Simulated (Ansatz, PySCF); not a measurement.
This PySCF input computes a B3LYP/def2-TZVPD energy:

```python
from pyscf import gto, scf, dft

mol = gto.M(
    atom='''
    C    -0.08418987    1.42741835   -0.51191986
    S     0.17718637   -0.00065284    0.57178962
    C    -0.09971911   -1.42697406   -0.51036667
    H    -0.09015291    2.31038628    0.12496582
    H     0.77169739    1.46446615   -1.18355940
    H    -1.01598597    1.32490158   -1.06155473
    H    -0.11528527   -2.30913124    0.12747948
    H    -1.03034786   -1.31492304   -1.06011830
    H     0.75571041   -1.47406314   -1.18196043
    H    -1.00716386    0.00614320    1.21983281
    ''',
    basis='def2-tzvpd',
    charge=1,
    spin=0,
    verbose=4,
)

mf = dft.RKS(mol, xc='b3lyp').density_fit(auxbasis='def2-universal-jkfit')
mf.grids.level = 3
mf.conv_tol = 1e-9
mf.max_cycle = 100
mf.max_memory = 1500
mf.kernel()
if not mf.converged:
    mf = mf.newton()
    mf.kernel(mf.make_rdm1())
mf.analyze()
```

Task: Write an input for the same energy in Ansatz (a program for electronic structure) and say what it gives.

Result: 
Ansatz 0.2 input:
```yaml
crystal:
  periodic: [false, false, false]
  atoms:
    - {symbol: C, position_ang: [-0.08418987, 1.42741835, -0.51191986]}
    - {symbol: S, position_ang: [0.17718637, -0.00065284, 0.57178962]}
    - {symbol: C, position_ang: [-0.09971911, -1.42697406, -0.51036667]}
    - {symbol: H, position_ang: [-0.09015291, 2.31038628, 0.12496582]}
    - {symbol: H, position_ang: [0.77169739, 1.46446615, -1.18355940]}
    - {symbol: H, position_ang: [-1.01598597, 1.32490158, -1.06155473]}
    - {symbol: H, position_ang: [-0.11528527, -2.30913124, 0.12747948]}
    - {symbol: H, position_ang: [-1.03034786, -1.31492304, -1.06011830]}
    - {symbol: H, position_ang: [0.75571041, -1.47406314, -1.18196043]}
    - {symbol: H, position_ang: [-1.00716386, 0.00614320, 1.21983281]}
basis:
  gaussian:
    orbitals: def2-TZVPD
hamiltonian:
  xc: {name: B3LYP}
total_charge: 1
output: {forces: true}
```
It gives -478.40650 Eh, and PySCF -478.40661 Eh, a difference of 0.11 mEh, from the treatment of integrals and grids.

It need not be the lowest isomer of its formula.
